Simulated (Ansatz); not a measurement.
Results of PBE-D3(BJ) (plane waves, PAW; Ansatz, a program for electronic structure) for anatase TiO2 (metastable phase).

Settings: plane-wave cutoff 520 eV, 12×12×12 k mesh, Fermi–Dirac smearing 0.01 eV, no spin polarisation, scalar-relativistic PAW data made under PBE.

Results at a series of volumes:

```tsv
V (Å³/atom)	E − E_lowest (meV/atom)
10.985	10.38
11.214	2.54
11.443	0.00
11.672	2.44
11.900	9.53
```

**Question.** What bulk modulus B0 and pressure derivative B′ does a third-order Birch–Murnaghan fit give?

**Answer.** V0 = 11.443 Å³/atom, B0 = 174 GPa, B′ = 2.2 (fit to the energies at full precision).

Shape and atoms are relaxed at each volume.

Note: the bulk modulus comes from volumes at which shape and atoms were relaxed.
